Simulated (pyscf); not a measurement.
**Hydrogen abstraction: H₂N–SiH(NH₂)–F + H atom (H•) → H₂N–Si•(NH₂)–F + hydrogen (H₂)**

Gas phase, doublet surface, charge 0. Bonds broken: Si2–H6. Bonds formed: H6–H7. Structures and frequencies: ωB97X-D3(BJ)/def2-SVP in PySCF.

Transition state (Å):

```xyz
10

N     -0.7549     0.2529    -0.8338
Si    -0.1160    -0.4492     0.5852
F      1.4900    -0.7572     0.5773
H     -0.5524     1.2132    -1.0922
H     -1.0337    -0.3122    -1.6277
H     -0.8076    -1.9476     0.6316
H     -1.2627    -2.9112     0.5445
N     -0.3242     0.6580     1.8772
H      0.2466     0.5956     2.7130
H     -1.2262     1.0836     2.0583
```

One imaginary mode, 1077i cm⁻¹; descent along it reached the two sides named.

```json
[
 {"bond": "Si2–H6", "change": "breaks", "reactant side (Å)": "1.486", "saddle": "1.651", "product side": "3.1"},
 {"bond": "H6–H7", "change": "forms", "reactant side (Å)": "3.5", "saddle": "1.069", "product side": "0.762"}
]
```

Electronic energies relative to the separated reactants (kJ/mol):

```json
[
 {"level": "ωB97X-D3(BJ)/def2-TZVP", "barrier": "24.3", "reaction energy": "-25.7", "reverse barrier": "50.0"},
 {"level": "PBE/def2-TZVP", "barrier": "-1.2", "reaction energy": "-44.6", "reverse barrier": "43.4"},
 {"level": "r²SCAN/def2-TZVP", "barrier": "-1.3", "reaction energy": "-45.9", "reverse barrier": "44.6"},
 {"level": "B3LYP-D3(BJ)/def2-TZVP", "barrier": "3.2", "reaction energy": "-44.1", "reverse barrier": "47.3"},
 {"level": "PBE0-D3(BJ)/def2-TZVP", "barrier": "10.3", "reaction energy": "-32.5", "reverse barrier": "42.8"},
 {"level": "M06-2X/def2-TZVP", "barrier": "29.6", "reaction energy": "-37.4", "reverse barrier": "67.0"},
 {"level": "ωB97M-D3(BJ)/def2-TZVP", "barrier": "25.2", "reaction energy": "-23.5", "reverse barrier": "48.7"},
 {"level": "HF/def2-TZVP", "barrier": "73.5", "reaction energy": "-2.5", "reverse barrier": "76.1"}
]
```

With ωB97M-D3(BJ)/def2-TZVP energies and thermal terms (ideal gas, 1 atm, RRHO with modes under 100 cm⁻¹ raised to 100, one conformer, R ln 2 for rigid chiral ones), in kJ/mol:

| T (K) | ΔH‡ | ΔG‡ | ΔH | ΔG |
|---|---|---|---|---|
| 298 | 18.5 | 44.9 | -20.2 | -26.7 |
| 600 | 17.5 | 72.0 | -20.3 | -33.3 |
| 900 | 17.1 | 99.3 | -22.1 | -39.5 |
| 1200 | 16.5 | 126.8 | -24.9 | -44.9 |

At PBE, r²SCAN this geometry lies under the reactants; that is no barrier but a single point on another level's saddle; such a level's own saddle, if it has one, lies nearer that side and is low. One saddle was located; it need not be the lowest between these sides. The angle at the transferred H is 174°.
